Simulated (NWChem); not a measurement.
**Atomisation of nitrogen dioxide (NO2)**

```xyz
3

O     -1.1093     0.0000     0.1425
N      0.0000     0.0000    -0.3257
O      1.1093     0.0000     0.1425
```
Charge 0, spin multiplicity 2.

The numbers come from NWChem runs, not from measurements. Structure: optimised with UPBE/def2-SVP, a minimum by its harmonic frequencies.

Basis set: def2-TZVP. The atomisation energy is electronic alone: no zero-point, thermal, spin-orbit or counterpoise terms. No value is extrapolated to the basis-set limit. Free atoms are single determinants with multiplicities O 3, N 4. Correlated methods freeze the same cores in atoms and molecule, 3 orbitals in all.

| method | atomisation energy (kcal/mol) |
|---|---|
| LDA (SVWN5) | 323.1 |
| B3LYP | 232.2 |
| PBE0 | 232.9 |
| PBE | 270.0 |
| BLYP | 254.9 |
| M06-2X | 223.5 |
| HF | 52.0 |
| MP2 | 235.0 |
| CAM-B3LYP | 230.3 |

The values span 271.1 kcal/mol, from HF (lowest) to LDA (SVWN5) (highest). 

B3LYP has NWChem's definition, with VWN1-RPA local correlation. The unpaired electrons of the parent sit in orbitals of symmetry a1 (C2v labels of the run); other states weren't searched. No SCF solution was tested for a lower state. Open-shell Hartree-Fock references start from PBE0 orbitals.
